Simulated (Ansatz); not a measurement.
Process, species as SMILES: ClO (OH-Cl) + H+ → [OH2+]Cl
B3LYP-D3(BJ)/def2-TZVP geometries, fixed; electronic energies without zero-point terms; positive where energy is released.

The proton affinity at MP2 with Ansatz (a quantum-chemistry and plane-wave program), in kcal/mol, split into its Hartree-Fock and correlation parts. Cores are frozen. The proton sits at the site shown, which need not be the one that binds it best. No added dispersion term, no relativity. Functions are those of the species that has most.

```json
[
 {"basis": "cc-pV(D+d)Z", "X": "2", "functions": "47", "Hartree-Fock": "163.20", "MP2": "163.80"},
 {"basis": "cc-pV(T+d)Z", "X": "3", "functions": "97", "Hartree-Fock": "163.64", "MP2": "159.99"},
 {"basis": "cc-pV(Q+d)Z", "X": "4", "functions": "179", "Hartree-Fock": "163.56", "MP2": "158.19"},
 {"basis": "cc-pV(5+d)Z", "X": "5", "functions": "301", "Hartree-Fock": "163.44", "MP2": "157.24"}
]
```

Worked estimate of the basis-set limit from each neighbouring pair, with Hartree-Fock from the larger set and the correlation part extrapolated as X^-3.
Correlation parts: X = 2: 0.60, X = 3: -3.65, X = 4: -5.37, X = 5: -6.20.
- (2,3): (27·(-3.65) - 8·(0.60))/19 = -5.44; with Hartree-Fock 163.64 the estimate is 158.20 kcal/mol.
- (3,4): (64·(-5.37) - 27·(-3.65))/37 = -6.63; with Hartree-Fock 163.56 the estimate is 156.93 kcal/mol.
- (4,5): (125·(-6.20) - 64·(-5.37))/61 = -7.07; with Hartree-Fock 163.44 the estimate is 156.37 kcal/mol.
The last two estimates differ by 0.57 kcal/mol; the largest set lies 0.87 from the last. Over the last step Hartree-Fock moves by -0.12 and the correlation part by -0.83.
